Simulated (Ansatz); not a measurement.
# Pyrite RuS2

Level of theory: PBEsol in Ansatz (PAW).

Settings: plane-wave cutoff 520 eV, 6×6×6 k mesh, Fermi–Dirac smearing 0.01 eV, no spin polarisation, scalar-relativistic PAW data made under PBE.

Cell: measured lattice: a = b = c = 5.610 Å, α = β = γ = 90.00°.

band gap: 0.48 eV
smallest direct gap on the k points sampled: 0.74 eV

Note: cell and atoms aren't relaxed at this level (pressure -3.0 GPa).

Spin–orbit coupling is not included.

Computed values are for the static lattice.

Ansatz is a quantum-chemistry and plane-wave program.
